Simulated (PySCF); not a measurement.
Species: thietane, C₃H₆S.
Bonds: C1–C2, C2–S3, S3–C4, C1–C4. Hydrogens: H5, H6 on C1; H7, H8 on C2; H9, H10 on C4.

The same species was optimised twice, with GFN2-xTB and with PBE0-D3(BJ)/def2-SVP (PySCF), and the same property calculations (PySCF, gas phase) were run on both structures.

```
   coordinate  GFN2-xTB  PBE0-D3(BJ)/def2-SVP  change
    C2–H8 (Å)     1.088                 1.101  +0.013
    C4–H9 (Å)     1.088                 1.101  +0.013
   C4–H10 (Å)     1.087                 1.099  +0.012
    C1–H5 (Å)     1.090                 1.102  +0.012
    C2–H7 (Å)     1.087                 1.099  +0.012
    C1–H6 (Å)     1.089                 1.100  +0.011
    C2–S3 (Å)     1.834                 1.840  +0.006
    S3–C4 (Å)     1.833                 1.840  +0.007
    C1–C2 (Å)     1.530                 1.533  +0.003
    C1–C4 (Å)     1.530                 1.533  +0.003
S3–C4–H10 (°)     112.5                 114.7    +2.2
 S3–C2–H7 (°)     112.5                 114.7    +2.2
 C4–C1–H5 (°)     114.2                 116.0    +1.8
 C2–C1–H5 (°)     114.2                 116.0    +1.8
 C4–C1–H6 (°)     111.6                 110.1    -1.5
 C2–C1–H6 (°)     111.5                 110.1    -1.4
 C1–C2–S3 (°)      92.5                  91.0    -1.5
 C1–C4–S3 (°)      92.5                  91.1    -1.4
```

Rotational constants: A = 10347, B = 6670, C = 4421 MHz (GFN2-xTB) against A = 10177, B = 6675, C = 4458 MHz (PBE0-D3(BJ)/def2-SVP). Point groups within 0.08 Å: Cs and Cs. Atoms that the bonding makes alike are paired by their places after alignment.

On the GFN2-xTB structure: lowest singlet, TDDFT (eV) 4.54 [CAM-B3LYP/def2-SVPD]; lowest triplet, Tamm–Dancoff (eV) 4.08 [CAM-B3LYP/def2-SVPD]; isotropic polarisability (au) 54.0 [CAM-B3LYP/def2-SVPD]; HOMO (eV) -7.62 [CAM-B3LYP/def2-SVPD]; LUMO (eV) 0.87 [CAM-B3LYP/def2-SVPD]; dipole (D) 2.03 [CAM-B3LYP/def2-SVPD]; HOMO (eV) -6.25 [PBE0/pcSseg-1]; LUMO (eV) 0.28 [PBE0/pcSseg-1]; dipole (D) 2.05 [PBE0/pcSseg-1]; GIAO shielding of C1 (ppm) 160.6 [PBE0/pcSseg-1]; GIAO shielding of C2/C4 (mean) (ppm) 157.2 [PBE0/pcSseg-1]; GIAO shielding of S3 (ppm) 516.5 [PBE0/pcSseg-1]; C1s of C1 (eV) 291.09 [delta-SCF UKS SCAN, pcX-2 on the ionised atom, pcseg-1 elsewhere, spin-free X2C]; C1s of C2 (eV) 291.14 [delta-SCF UKS SCAN, pcX-2 on the ionised atom, pcseg-1 elsewhere, spin-free X2C]; S1s of S3 (eV) 2476.65 [delta-SCF UKS SCAN, pcX-2 on the ionised atom, pcseg-1 elsewhere, spin-free X2C]; S2p of S3 (eV) 169.29 [delta-SCF UKS SCAN, pcX-2 on the ionised atom, pcseg-1 elsewhere, spin-free X2C].

What do these properties become on the PBE0-D3(BJ)/def2-SVP structure?

```csv
property,level,on GFN2-xTB,on PBE0-D3(BJ)/def2-SVP,change
"lowest singlet, TDDFT (eV)",CAM-B3LYP/def2-SVPD,4.54,4.57,+0.03
"lowest triplet, Tamm–Dancoff (eV)",CAM-B3LYP/def2-SVPD,4.08,4.10,+0.02
isotropic polarisability (au),CAM-B3LYP/def2-SVPD,54.0,55.0,+1.0
HOMO (eV),CAM-B3LYP/def2-SVPD,-7.62,-7.67,-0.05
LUMO (eV),CAM-B3LYP/def2-SVPD,0.87,0.86,-0.01
dipole (D),CAM-B3LYP/def2-SVPD,2.03,1.99,-0.04
"energy, GFN2-xTB geometry as zero (kcal/mol)",CAM-B3LYP/def2-SVPD,0.0,-0.5,-0.5
HOMO (eV),PBE0/pcSseg-1,-6.25,-6.32,-0.07
LUMO (eV),PBE0/pcSseg-1,0.28,0.25,-0.03
dipole (D),PBE0/pcSseg-1,2.05,1.99,-0.06
"energy, GFN2-xTB geometry as zero (kcal/mol)",PBE0/pcSseg-1,0.0,-0.6,-0.6
GIAO shielding of C1 (ppm),PBE0/pcSseg-1,160.6,154.2,-6.4
GIAO shielding of C2/C4 (mean) (ppm),PBE0/pcSseg-1,157.2,151.9,-5.3
GIAO shielding of S3 (ppm),PBE0/pcSseg-1,516.5,471.4,-45.1
C1s of C1 (eV),"delta-SCF UKS SCAN, pcX-2 on the ionised atom, pcseg-1 elsewhere, spin-free X2C",291.09,291.12,+0.03
C1s of C2 (eV),"delta-SCF UKS SCAN, pcX-2 on the ionised atom, pcseg-1 elsewhere, spin-free X2C",291.14,291.22,+0.08
S1s of S3 (eV),"delta-SCF UKS SCAN, pcX-2 on the ionised atom, pcseg-1 elsewhere, spin-free X2C",2476.65,2476.73,+0.08
S2p of S3 (eV),"delta-SCF UKS SCAN, pcX-2 on the ionised atom, pcseg-1 elsewhere, spin-free X2C",169.29,169.37,+0.08
```

The heavy atoms differ by 0.058 Å rms after alignment. Among all bonds C1–H5, C2–H7, C2–H8, C4–H9 and C4–H10 change most and about equally (+0.012 to +0.013 Å). Changes are differences of the printed values. Neither structure is proved a minimum here.
